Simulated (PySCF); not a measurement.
A search over the determinants of LiH

Unrestricted PBE0; Li def2-TZVPP, H def2-TZVPP; no relativity (PySCF 2.14). Outer shells of the fragments: Li 2s1; H 1s1.

Followed along the bond (rough minima from three points):

```csv
2Ms+1,unpaired,⟨S²⟩ at the start,R at minimum (Å),Te (eV)
1,none,0.00,1.60,0.00
3,σ ↑↑,2.00,none in the scan,≤ 2.88
```

Solutions found at the starting distance of 1.605 Å, counted from the lowest of them; the search is not exhaustive and high or unbound solutions are not listed, so other states can lie among these:

```
2Ms+1  unpaired   term  E (eV)  ⟨S²⟩  ⟨Lz²⟩  μ (D)
    1      none    ¹Σ⁺    0.00  0.00   0.00  -5.79
    3      σ ↑↑    ³Σ⁺    3.04  2.00   0.00   3.93
    3  σ ↑, π ↑     ³Π    4.03  2.00   1.00  -0.16
    1  σ ↓, π ↑  mixed    4.19  1.00   1.00   0.06
```

A term symbol is given only where ⟨S²⟩ and ⟨Lz²⟩ are close to those of a pure state; real π, δ and φ orbitals otherwise mix terms. A positive dipole means Li(−)H(+).

The measured ground state is X ¹Σ+ (Huber and Herzberg, Constants of Diatomic Molecules (1979)).

Counting both spins, an empty level lies below a filled one in some of these solutions, because spin and occupation are held.
